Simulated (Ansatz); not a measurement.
Calculated with Ansatz (gas phase, PBE0-D4/def2-TZVP geometries, no zero-point term in ΔE). CCSD(T)/CBS adds triple-zeta CCSD(T) − MP2 to the extrapolated MP2 energy (def2 sets, frozen cores). Functionals use def2-TZVPP. B3LYP here is the variant with VWN-RPA as its local correlation; programs differ in this. Each species was taken in one conformer, which may not be the lowest.

Reaction (isomerisation): `C=C=C(F)CN` → `CNC#CCF`

| level | ΔE (kJ/mol) | difference from CCSD(T)/CBS |
| --- | --- | --- |
| PBE-D4 | 21.6 | 0.0 |
| r2SCAN-D4 | 22.5 | 0.9 |
| PBE0-D4 | 18.6 | -3.0 |
| B3LYP-D4 | 17.6 | -4.0 |
| ωB97X-V | 17.4 | -4.2 |
| ωB97M-V | 21.1 | -0.5 |
| B2PLYP | 11.1 | -10.5 |
| PBE | 19.6 | -2.0 |
| r2SCAN | 22.0 | 0.4 |
| PBE0 | 16.8 | -4.8 |
| B3LYP | 14.4 | -7.2 |
| HF/def2-TZVPP | 5.1 | -16.5 |
| MP2/def2-TZVPP | 6.8 | -14.8 |
| SCS-MP2/def2-TZVPP | 8.5 | -13.1 |
| CCSD/def2-TZVPP | 19.2 | -2.4 |
| CCSD(T)/def2-TZVPP | 21.9 | 0.3 |
| HF/def2-QZVPP | 5.5 | -16.1 |
| MP2/def2-QZVPP | 6.8 | -14.8 |
| SCS-MP2/def2-QZVPP | 8.5 | -13.1 |
| HF/CBS(def2) | 5.6 | -16.0 |
| MP2/CBS(def2) | 6.5 | -15.1 |
| CCSD/CBS(def2) | 18.9 | -2.7 |
| CCSD(T)/CBS | 21.6 | 0 |

Largest T1 diagnostic among the species: 0.012.

The D4 term adds +3.3 kJ/mol with B3LYP and +1.8 kJ/mol with PBE0; it sums over pairs of atoms, weighted by their polarisabilities, and B3LYP, whose exchange is more repulsive, gets the larger term.
